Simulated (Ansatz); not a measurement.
# Phonon frequency of some carbides, all zinc-blende

Method: RPBE in Ansatz (plane waves, PAW). References are measured values at room or unstated temperature, uncorrected unless marked, so that the deviations hold thermal and zero-point effects besides the level's error.

Values in cm⁻¹.

```json
[
 {"solid": "3C-SiC (L LA)", "reference": "610", "RPBE": "594", "deviation (%)": "-2.6"},
 {"solid": "3C-SiC (X LA)", "reference": "640", "RPBE": "616", "deviation (%)": "-3.8"},
 {"solid": "3C-SiC (X LO)", "reference": "829", "RPBE": "794", "deviation (%)": "-4.2"},
 {"solid": "3C-SiC (L LO)", "reference": "838", "RPBE": "803", "deviation (%)": "-4.2"},
 {"solid": "3C-SiC (L TA)", "reference": "266", "RPBE": "?", "deviation (%)": "?"},
 {"solid": "3C-SiC (L TO)", "reference": "766", "RPBE": "739", "deviation (%)": "-3.5"},
 {"solid": "3C-SiC (X TA)", "reference": "373", "RPBE": "358", "deviation (%)": "-4.0"},
 {"solid": "3C-SiC (X TO)", "reference": "761", "RPBE": "732", "deviation (%)": "-3.8"}
]
```

**Question.** Estimate the withheld RPBE value.

**Answer.** The deviations of the other rows run from -4.2 % to -2.6 %, with a median of -3.8 %; carried to the reference 266 it gives 256 cm⁻¹. The run gives 258 cm⁻¹ (-3.0 %), +0.8 % from the estimate; the row was drawn at random, and such an estimate is rough. Over these 8 values the mean deviation is -3.6 %, the mean absolute deviation 3.6 % (median 3.8 %), and the worst case 3C-SiC (X LO) at -4.2 %; the value is below the reference in 8 of 8 cases.

Differences are worked out from the printed values.

Each level is taken at its own relaxed cell. Ansatz's density-functional and Hartree–Fock values are scalar-relativistic unless marked +SOC, with PAW data made under PBE.

Not in this set, of the carbides with a reference value in our tables and a result at some level: 7 for no value at RPBE (not run, a failed fit, an unstable or unbound cell, or a value held back for tests). These can be a level's best or worst cases. Solids without a released value at any level aren't counted. Layered and molecular crystals are counted apart.

References as tabulated in Wang et al. (1996), arXiv:mtrl-th/9510002.

Ansatz is an electronic-structure program.
